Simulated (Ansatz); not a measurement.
# CH3Al+ (quartet): from Hartree-Fock to the top rungs, cc-pVDZ

How much of the correlation energy of CH3Al+ (quartet) does each wave-function method recover here?

Method: cc-pVDZ, core rule «outside noble gas», up to 6 orbitals frozen; program: Ansatz 0.2.0, Gaussian basis.

To be run: UHF; CCSD(T) on ROHF; CCSD(T) on UHF; BCCD(T) on ROHF; CISD as a restricted active space (open shells left free, so some higher excitations enter); CCSDT(Q) on ROHF; CCSDT(Q) on UHF.

29 further runs of the same task are left out: 6 for a known fault of the program, 7 that didn't finish, 16 set aside as unsound or not needed. Runs told in other sessions of the task aren't counted.

## 1. The system

The geometry is a PBE0/def2-TZVP stationary point (not a proven minimum) of the parent state, kept for this charge and spin.

5 atoms, charge 1, spin multiplicity 4.

Atoms are counted from 1 here; the program's logs count them from 0.

Bond lengths: Al1–C2 2.001 Å, C2–H3 1.094 Å, C2–H4 1.089 Å, C2–H5 1.089 Å. Angles: Al1–C2–H3 105.2°, Al1–C2–H4 110.8°, Al1–C2–H5 110.8°, H3–C2–H4 109.3°, H3–C2–H5 109.3°, H4–C2–H5 111.3°.

## 2. UHF

in.yaml reads:

```yaml
crystal:
  periodic: [false, false, false]
  atoms:
    - {symbol: Al, position_ang: [0.000864, 0.000000, 0.741532]}
    - {symbol: C, position_ang: [0.005120, 0.000000, -1.259674]}
    - {symbol: H, position_ang: [-1.050665, -0.000005, -1.547975]}
    - {symbol: H, position_ang: [0.483252, 0.899581, -1.645861]}
    - {symbol: H, position_ang: [0.483261, -0.899577, -1.645861]}
basis:
  gaussian: {orbitals: cc-pVDZ}
total_charge: 1
magnetization: {spin_polarized: true, initial_magnetization: 3}
hamiltonian: {xc: hf}
output: {orbitals: {seedname: orbitals}}
```

The run is started by

```bash
$ ansatz run in.yaml --threads 1 --pin off --events-out ev --progress --plain --max-ram 2393MiB
```

The runs that follow: CCSD(T) on ROHF; CCSD(T) on UHF; BCCD(T) on ROHF; CISD as a restricted active space (open shells left free, so some higher excitations enter); CCSDT(Q) on ROHF; CCSDT(Q) on UHF.

Q: Predict the results of all the runs planned. Wanted: UCCSDT(Q) from the RHF energy; RMP2 from UCCSDT(Q); UMP2 from UCCSDT(Q); RCCSD from UCCSDT(Q); RCCSD(T) from UCCSDT(Q); UCCSD(T) from UCCSDT(Q); RCCSDT(Q) from UCCSDT(Q); T1 diagnostic.

As calculated:

| quantity | value |
| --- | --- |
| UCCSDT(Q) from the ROHF energy | -4.5743 eV |
| RMP2 from UCCSDT(Q) | +18.33 kcal/mol |
| UMP2 from UCCSDT(Q) | +18.27 kcal/mol |
| RCCSD from UCCSDT(Q) | +2.57 kcal/mol |
| RCCSD(T) from UCCSDT(Q) | +0.46 kcal/mol |
| UCCSD(T) from UCCSDT(Q) | +0.44 kcal/mol |
| RCCSDT(Q) from UCCSDT(Q) | +0.03 kcal/mol |
| levels within 1 kcal/mol (43 meV) | RCCSD(T), UCCSD(T), BCCD(T), RCCSDT, UCCSDT, RCCSDT(Q) |
| T1 diagnostic | 0.013 |

What this shows: RCCSD(T) misses by +0.46 kcal/mol, 0.4 % of the correlation energy. These misses are within one basis, not against nature; the frozen cores of restricted and unrestricted runs differ, which can shift their rows.

With open shells the CI space here admits some higher excitations, so it is larger than plain CISD.
